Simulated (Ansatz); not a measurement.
Calculated with Ansatz (gas phase, PBE0-D4/def2-TZVP geometries, no zero-point term in ΔE). CCSD(T)/CBS adds triple-zeta CCSD(T) − MP2 to the extrapolated MP2 energy (def2 sets, frozen cores). This one scheme is used for every species. Functionals use def2-TZVPP. B3LYP here is the variant with VWN-RPA as its local correlation; programs differ in this.

`[AlH2][CH2]Cl` + H–F → `[F][AlH2]` + `CCl`  (ligand exchange at the Al–C bond)

| level | ΔE (eV) | difference from CCSD(T)/CBS |
| --- | --- | --- |
| PBE-D4 | -1.97 | 0.09 |
| r2SCAN-D4 | -2.11 | -0.05 |
| B3LYP-D4 | -2.11 | -0.05 |
| r2SCANh-D4 | -2.10 | -0.04 |
| r2SCAN0-D4 | -2.09 | -0.03 |
| PBE-QIDH | -2.06 | 0.00 |
| PBE | -2.01 | 0.05 |
| BLYP | -2.18 | -0.12 |
| PBE0 | -2.02 | 0.04 |
| CAM-B3LYP | -2.19 | -0.13 |
| HF/def2-SVP | -2.24 | -0.18 |
| MP2/def2-TZVPP | -2.09 | -0.03 |
| CCSD/def2-TZVPP | -2.10 | -0.04 |
| HF/CBS(def2) | -2.29 | -0.23 |
| MP2/CBS(def2) | -2.08 | -0.02 |
| CCSD/CBS(def2) | -2.08 | -0.02 |
| CCSD(T)/CBS | -2.06 | 0 |

Largest T1 diagnostic among the species: 0.012.

At CCSD(T), def2-SVP lies −0.10 eV from the extrapolated value and def2-TZVPP −0.02 eV. The D4 term adds +0.06 eV with B3LYP and +0.03 eV with PBE0; it sums over pairs of atoms, weighted by their polarisabilities, and B3LYP, whose exchange is more repulsive, gets the larger term.
